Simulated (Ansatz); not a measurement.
# AlPH (doublet): the correlation ladder, cc-pVDZ

The task here is to estimate one member of a computed series from the others.

Method: cc-pVDZ, core rule «outside noble gas», up to 10 orbitals frozen; program: Ansatz 0.2.0, Gaussian basis.

To be run: UHF; CCSD(T) on ROHF; CCSD(T) on UHF; BCCD(T) on ROHF; CISD; CCSDT(Q) on ROHF; CCSDT(Q) on UHF; CCSDTQ on ROHF; CCSDTQ on UHF.

15 further runs of the same task are left out: 10 for a known fault of the program, 5 set aside as unsound or not needed.

## The geometry

The geometry is a PBE0/def2-TZVP stationary point (not a proven minimum) of the parent state, kept for this charge and spin.

3 atoms, charge 0, spin multiplicity 2.

Atoms are counted from 1 here; the program's logs count them from 0.

Bond lengths: Al1–P2 2.386 Å, Al1–H3 1.614 Å. Angles: P2–Al1–H3 114.3°.

Geometry (Å):

```xyz
3
charge 0, multiplicity 2
Al    0.00000   -0.10770    1.23771
P     0.00000    0.05101   -1.14324
H     0.00000    1.31542    1.99910
```

The first run:

Input file in.yaml:

```yaml
crystal:
  periodic: [false, false, false]
  atoms:
    - {symbol: Al, position_ang: [0.000000, -0.107696, 1.237712]}
    - {symbol: P, position_ang: [0.000000, 0.051009, -1.143237]}
    - {symbol: H, position_ang: [0.000000, 1.315423, 1.999097]}
basis:
  gaussian: {orbitals: cc-pVDZ}
magnetization: {spin_polarized: true, initial_magnetization: 1}
hamiltonian: {xc: hf}
output: {orbitals: {seedname: orbitals}}
```

Launch:

```sh
ansatz run in.yaml --threads 1 --pin off --events-out ev --progress --plain --max-ram 4096MiB --backend cpu
```

Steps of the session up to this table: UHF; CCSD(T) on ROHF; CCSD(T) on UHF; BCCD(T) on ROHF; CISD; CCSDT(Q) on ROHF; CCSDT(Q) on UHF; CCSDTQ on ROHF; CCSDTQ on UHF.

One table of the session follows, with a row left open; its other results are not shown here.

It belongs to the step «Misses and costs». 

```
   method  from UCCSDTQ (meV)
     ROHF             +5780.9
      UHF             +4449.5
     RMP2             +1432.6
     UMP2             +1195.3
     CISD              +946.7
    RCCSD              +365.1
    UCCSD              +256.6
 RCCSD(T)                   ?
 UCCSD(T)              +117.3
  BCCD(T)              +108.1
   RCCSDT               +34.3
   UCCSDT               +28.8
RCCSDT(Q)                -1.3
UCCSDT(Q)                +3.4
  RCCSDTQ                +0.1
  UCCSDTQ                   0
```

**Question.** Estimate the row for RCCSD(T).

As computed: from UCCSDTQ (meV): +81.4. In the column «from UCCSDTQ (meV)» it lies between RCCSDT (+34.3) and BCCD(T) (+108.1).

To keep in mind: The determinant is far from a pure spin state, so its energy mixes those of several spin states (harmless only where they are near-degenerate, as at dissociation). Restricted and unrestricted rows rest on different reference determinants; where their highest levels disagree by more than a few hundredths of an eV, they describe different states and don't form one ladder.
